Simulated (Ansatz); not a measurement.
Chalcopyrite ZnGeP2, treated with HSE06 (Ansatz, a program for electronic structure, plane waves, PAW).

Run with plane-wave cutoff 460 eV, 6×6×6 k mesh, Fermi–Dirac smearing 0.01 eV, scalar-relativistic PAW data made under PBE.

Cell (measured lattice):

```
CELL_PARAMETERS angstrom
     -2.73000     2.73000     5.35500
      2.73000    -2.73000     5.35500
      2.73000     2.73000    -5.35500
ATOMIC_POSITIONS crystal
  Zn 0.00000 0.00000 0.00000
  Zn 0.75000 0.25000 0.50000
  Ge 0.50000 0.50000 0.00000
  Ge 0.25000 0.75000 0.50000
  P  0.87500 0.87283 0.49783
  P  0.12717 0.62500 0.00217
  P  0.37500 0.37717 0.50217
  P  0.62283 0.12500 0.99783
```

Problem. What does this level give for the band gap and smallest direct gap on the k points sampled?

Solution. 
- band gap: 1.85 eV (indirect)
- smallest direct gap on the k points sampled: 1.99 eV

Measured, for comparison: band gap 2.05 eV (temperature not stated, not corrected to a static lattice, pseudodirect, our sources range from 1.80 to 2.20; as tabulated in Rashkeev et al. (1999), arXiv:cond-mat/9809378).

Note: cell and atoms aren't relaxed at this level (pressure 0.5 GPa).

Spin–orbit coupling is not included.

Static lattice: no zero-point or thermal effects.

The result took around 15 core-minutes (rough).
